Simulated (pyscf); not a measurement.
HS–GeH₃ (SMILES [SH][GeH3]) + H₂S (SMILES S) → H₂S (SMILES S) + HS–GeH₃ (SMILES [SH][GeH3]) (four-centre exchange; singlet surface; Ge–S, H–S broken, H–S, Ge–S formed). PySCF, gas phase, ωB97X-D3(BJ)/def2-SVP geometries. MP2 and CC: frozen core, UHF for open shells. ΔMP2 is the change of the MP2 total energy from the triple- to the quadruple-zeta basis. Energies in kcal/mol from the separated reactants.

```json
[
 {"level": "ωB97X-D3(BJ)/def2-TZVP", "barrier": "38.6", "reaction energy": "0.0"},
 {"level": "PBE/def2-TZVP", "barrier": "29.9", "reaction energy": "0.0"},
 {"level": "r²SCAN/def2-TZVP", "barrier": "33.2", "reaction energy": "0.0"},
 {"level": "PBE0-D3(BJ)/def2-TZVP", "barrier": "[?]", "reaction energy": "0.0"},
 {"level": "HF/def2-TZVP", "barrier": "60.7", "reaction energy": "0.0"},
 {"level": "MP2/def2-QZVPP", "barrier": "39.8", "reaction energy": "0.0"},
 {"level": "CCSD(T)/def2-TZVPP + ΔMP2(QZVPP)", "barrier": "[?]", "reaction energy": "0.0"}
]
```

Question: Some entries are withheld; supply them.

Answer: 
- PBE0-D3(BJ)/def2-TZVP, barrier: 33.4
- CCSD(T)/def2-TZVPP + ΔMP2(QZVPP), barrier: 41.8

This is the saddle that the search found; another between the same sides may lie lower. The CCSD(T) − MP2 part came from Ansatz, without density fitting, on the same reference. The frozen core leaves the outer d or s,p core shells of the metals and heavy elements correlated in the MP2 and CC values, and def2-TZVPP describes them poorly, which can shift differences by a few kcal/mol. Elements up to Kr have no core potential and no relativistic terms here.
